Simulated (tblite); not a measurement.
H₆NSi₂ (doublet state).
Structure used (GFN2-xTB), in Å, numbered top down from 1:
```xyz
9
H6NSi2 angstrom
Si     1.713   -0.244   -0.489
N      0.325    0.524    0.215
Si    -1.349    0.110    0.096
H      1.354   -1.607   -0.850
H      2.815   -0.128    0.464
H      0.535    1.338    0.769
H     -1.639   -1.076    0.911
H     -1.651   -0.177   -1.307
H     -2.090    1.267    0.593
```

Computed values, GFN2-xTB/tblite, gas phase, harmonic and unscaled. Errors from tens to a few hundred cm⁻¹ against measured bands are possible. Modes of hydrogen on silicon can be 10 to 20 % off. One conformer, not necessarily the lowest. Open shells enter through the occupations alone, without spin polarisation, and single modes of such species can be off by tens of per cent.

Harmonic wavenumbers (cm⁻¹): 29.9, 66.8, 196.7, 265.4, 544.9, 570.5, 578.5, 602.5, 708.9, 736.6, 762.0, 804.0, 826.9, 992.1, 1195.4, 2205.0, 2250.1, 2255.3, 2260.4, 2308.6, 3479.1.

A = 28168, B = 3122, C = 2930 MHz; mass 76.004 u (most abundant isotopes); point group C1, symmetry number 1; spin multiplicity 2.

Q: Zero-point energy?

A: Half the sum of the wavenumbers: 11820 cm⁻¹ = 141.39 kJ/mol.

Q: Entropy at 200 K, 1 bar (ideal gas, RRHO, classical rotation)?

A: Translation 154.57, rotation 98.10, vibration 49.78, spin (R ln 2) 5.76: S = 308.2 J/(mol K).

Q: And Cp and H(200 K) − H(0)?

A: Cp = 78.03 J/(mol K), of which vibrations give 44.78 (their classical limit is 21 R = 174.6); H(200 K) − H(0) = 11.40 kJ/mol without the zero-point energy, 4.75 from vibrations.

Q: Which modes carry the vibrational entropy at 200 K?

A: 29.9 cm⁻¹: 21.11; 66.8 cm⁻¹: 14.49; 196.7 cm⁻¹: 6.09; 265.4 cm⁻¹: 4.10; 544.9 cm⁻¹: 0.83; 570.5 cm⁻¹: 0.71 J/(mol K); the other 15 give 2.46 together.

Q: What must be added to the electronic energy to get the Gibbs energy at 200 K and 1 bar?

A: ZPE + [H(200 K) − H(0)] − T·S = 141.39 + 11.40 − 61.64 = 91.15 kJ/mol.

Q: Blend soft modes into free rotors: weight 1/[1 + (100 cm⁻¹/ν̃)⁴] for the oscillator and the rest for a rotor with moment μB/(μ + B), μ = h/(8π²ν), B = 10⁻⁴⁴ kg m². What vibrational entropy results?

A: 42.05 J/(mol K) in place of 49.78, which changes −T·S at 200 K by +1.55 kJ/mol.

Q: How do the functions run with temperature in this model?

A: 
```tsv
T (K)	S (J/(mol K))	Cp (J/(mol K))	H − H(0) (kJ/mol)	G − H(0) (kJ/mol)	ln q(vib)
100	262.7	57.1	4.71	-21.56	1.62
300	344.3	100.7	20.37	-82.91	4.54
500	403.6	131.1	43.85	-157.94	7.25
800	471.4	157.3	87.44	-289.68	10.92
1000	507.8	168.8	120.12	-387.69	13.11
```

q(vib) and H(0) count from the zero-point level.

Hindered rotation and anharmonicity are outside this model. Other conformers, if any are populated, would add a mixing term that is left out. The structure is chiral; the term R ln 2 for an equal mix with its mirror image is left out.
